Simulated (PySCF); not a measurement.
Species, as SMILES: F (HF).
Geometry (B3LYP-D3(BJ)/def2-TZVP, fixed):
```xyz
2

F      0.0000     0.0000    -0.0925
H      0.0000     0.0000     0.8321
```
Charge 0, spin multiplicity 1.

Basis-set convergence of the mean static polarisability at HF with PySCF. All functions are spherical. Density fitting with generated auxiliary sets. No added dispersion term, no relativity. Reference: the value in aug-cc-pV5Z, 4.93 bohr³, itself unsure by roughly 0.4 % (its mean distance from d-aug-cc-pVTZ, aug-pcseg-3, aug-cc-pVQZ).

```tsv
basis	functions	mean static polarisability (bohr³)
def2-SVP	19	?
pcseg-1	19	2.61
6-311G**	24	2.61
aug-pcseg-1	32	?
def2-TZVPP	45	?
aug-pcseg-2	69	4.92
d-aug-cc-pVTZ	94	4.95
def2-QZVPPD	99	4.93
aug-cc-pV5Z	207	4.93
```

Task: Complete the blanks.

Result: 
- def2-SVP, mean static polarisability (bohr³): 2.45
- aug-pcseg-1, mean static polarisability (bohr³): 4.85
- def2-TZVPP, mean static polarisability (bohr³): 3.56
